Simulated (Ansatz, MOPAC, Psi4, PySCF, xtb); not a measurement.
Two geometries of SMILES N(C)=C (C₂H₅N), relaxed at B3LYP-D3(BJ)/def2-SVP with one dihedral held; other torsions can differ between them too.

Structure A

```
8

C     -1.0161    -0.1763     0.0900
N      0.1474     0.6891     0.2115
C     -0.0207     1.8536     0.6733
H     -1.7802     0.2615    -0.5776
H     -1.4932    -0.3548     1.0705
H     -0.7229    -1.1514    -0.3256
H     -1.0035     2.2616     0.9939
H      0.8434     2.5276     0.7748
```

Structure B

```
8

C      0.9998    -0.1695     0.0848
N     -0.1271     0.7133     0.2964
C     -1.2714     0.2020     0.4602
H      1.7574     0.3266    -0.5417
H      1.4916    -0.3509     1.0573
H      0.7332    -1.1528    -0.3516
H     -1.4735    -0.8893     0.4053
H     -2.1361     0.8528     0.6588
```

### Question
Which is lower in energy at the level CCSD(T) on RHF/cc-pVTZ, frozen core // B3LYP-D3(BJ)/def2-SVP in Ansatz (an electronic-structure program), and by how much?

### Answer
B is lower, by 1.25 kcal/mol (dihedral H4–C1–N2–C3: 60° in A, 150° in B).

E(B) − E(A) in kcal/mol at the other levels, on the same two geometries: B3LYP/def2-TZVP // B3LYP-D3(BJ)/def2-SVP (Psi4) -1.33; B3LYP-D3(BJ)/def2-TZVP // B3LYP-D3(BJ)/def2-SVP (Psi4) -1.32; PBE/def2-TZVP // B3LYP-D3(BJ)/def2-SVP (Psi4) -1.42; PBE-D3(BJ)/def2-TZVP // B3LYP-D3(BJ)/def2-SVP (Psi4) -1.42; wB97M-V/def2-TZVP // B3LYP-D3(BJ)/def2-SVP (Psi4) -1.21; RHF/cc-pVTZ // B3LYP-D3(BJ)/def2-SVP (Ansatz) -1.27; MP2 on RHF/cc-pVTZ, frozen core // B3LYP-D3(BJ)/def2-SVP (Ansatz) -1.32; CCSD on RHF/cc-pVTZ, frozen core // B3LYP-D3(BJ)/def2-SVP (Ansatz) -1.24; PM7, restricted, heats of formation // B3LYP-D3(BJ)/def2-SVP (MOPAC) -0.26; PM3, restricted, heats of formation // B3LYP-D3(BJ)/def2-SVP (MOPAC) -0.26; GFN1-xTB // B3LYP-D3(BJ)/def2-SVP (xtb) -0.62; restricted B3LYP/6-31G*, spherical d // B3LYP-D3(BJ)/def2-SVP (PySCF) -1.49; restricted Hartree-Fock/STO-3G // B3LYP-D3(BJ)/def2-SVP (PySCF) -0.62; restricted BP86/6-31G*, spherical d // B3LYP-D3(BJ)/def2-SVP (PySCF) -1.57; restricted Hartree-Fock/6-31G*, spherical d // B3LYP-D3(BJ)/def2-SVP (PySCF) -1.31.
